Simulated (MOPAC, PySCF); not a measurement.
H3N, SMILES `N`, neutral singlet in the gas phase. 

Cartesian coordinates (Å):
```xyz
4

N      0.0076    -0.0049     0.3040
H      0.9264    -0.1090    -0.1264
H     -0.5631    -0.7479    -0.0992
H     -0.3710     0.8615    -0.0783
```
Charge 0, multiplicity 1.

All levels are single points at this geometry (PBE0-D4/def2-SVP); Pople sets use spherical d functions. Orbital energies aren't observables, and empty levels follow the basis.

```
level                          HOMO (eV)  LUMO (eV)  gap (eV)  dipole (D)  vertical IE, Delta-SCF (eV)
-----------------------------  ---------  ---------  --------  ----------  ---------------------------
PBE-D3(BJ)/def2-TZVP in PySCF      -6.07       0.20      6.26        1.75                        10.98
PBE0-D4/def2-TZVP in PySCF         -7.69       1.01      8.71        1.79                        10.87
B3LYP/3-21G in PySCF               -6.03       2.96      8.99        2.15                            –
B3LYP/6-311+G** in PySCF           -7.53       0.21      7.74        1.85                            –
B3LYP/6-31G* in PySCF              -6.90       2.17      9.07        1.93                        10.78
M06-2X/6-31G* in PySCF             -8.85       3.56     12.42        1.97                            –
PBE/6-31G* in PySCF                -5.45       1.61      7.06        1.92                        10.72
HF/3-21G in PySCF                 -11.12       7.21     18.33        2.25                            –
HF/6-31G* in PySCF                -11.58       6.00     17.58        2.02                         9.39
HF/STO-3G in PySCF                 -9.70      17.31     27.00        1.84                            –
PM3 in MOPAC                       -9.91       3.33     13.24        1.61                            –
PM6 in MOPAC                      -10.29       4.37     14.66        2.39                            –
PM7 in MOPAC                      -10.57       4.53     15.10        2.49                            –
```
